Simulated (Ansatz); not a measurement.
## La (dhcp): energy against volume

Theory: DFT, RPBE, plane waves (420 eV) with PAW, scalar-relativistic in Ansatz. The PAW files were generated under PBE, with cores re-solved for the functional.

The cell is scaled uniformly from the relaxed one, with fractional coordinates and shape fixed. Energies are extrapolated to zero smearing, pressures are those at the given smearing. Magnetic state: spin not included.

A Birch-Murnaghan fit gives V₀ = 39.10 Å³/atom, B₀ = 24 GPa, B₀′ = 2.3.

Question: What are the energy above the minimum and the pressure at 34.569 Å³/atom?

Answer: 43.9 meV/atom and 3.45 GPa as computed.

Question: What are the energy above the minimum and the pressure at 40.854 Å³/atom?

Answer: 5.5 meV/atom and -0.88 GPa as computed.

Question: What are the energy above the minimum and the pressure at 42.426 Å³/atom?

Answer: 18.9 meV/atom and -1.64 GPa as computed.
